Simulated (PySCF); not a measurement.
Work out the structure from these simulated measurements.

Formula: CH6NP.

* Rotational structure: rotational constants A, B, C: 38.736, 5.550, 5.253 GHz [PBE0-D3(BJ)/def2-SVP]
* 13C NMR: chemical shifts (computed TMS as zero) by class: 35.3 (1 C) ppm [GIAO PBE0/pcSseg-1]
* Triplet: lowest triplet excitation (Tamm–Dancoff): 4.72 eV [TDA CAM-B3LYP/def2-SVPD]
* Polarisability: 49.9 au [CAM-B3LYP/def2-SVPD]
* Dipole: 2.64 D [CAM-B3LYP/def2-SVPD]
* UV, first state: lowest singlet excitation: 5.08 eV (244 nm, f = 0.004) [TDDFT CAM-B3LYP/def2-SVPD]
* XPS: P2p3/2 138.3, C1s 291.2, N1s 403.1, P1s 2152.1 eV [ΔSCF SCAN, pcX-2 on the ionised atom, pcseg-1 elsewhere, spin-free X2C, 2p3/2 from a spin–orbit splitting computed afterwards within the 2p shell]

Electronic properties: PySCF, gas phase, density fitting. Levels stand in brackets. Geometry: PBE0-D3(BJ)/def2-SVP; no solvent, vibrations or thermal averaging. NMR classes are plain means over equivalent atoms (diastereotopic ones count apart unless rotation or inversion swaps them), as if these changed places fast.

Problem. What is the compound? Reason from the data.

Solution. Numbering: `[CH3:1][N:2]=[PH3:3]`. The one carbon: N-methyl carbon [C1] (35.3 ppm). The core levels belong to: P2p3/2 138.3 eV, phosphorus bonded to N and 3 H [P3]; C1s 291.2 eV, N-methyl carbon [C1]; N1s 403.1 eV, nitrogen bonded to C and P [N2]; P1s 2152.1 eV, phosphorus bonded to N and 3 H [P3]. The optimised geometry has point group Cs and is an asymmetric top. Structure: `CN=[PH3]`. The assignments are read from this structure; whether some other isomer fits the data as well wasn't checked.
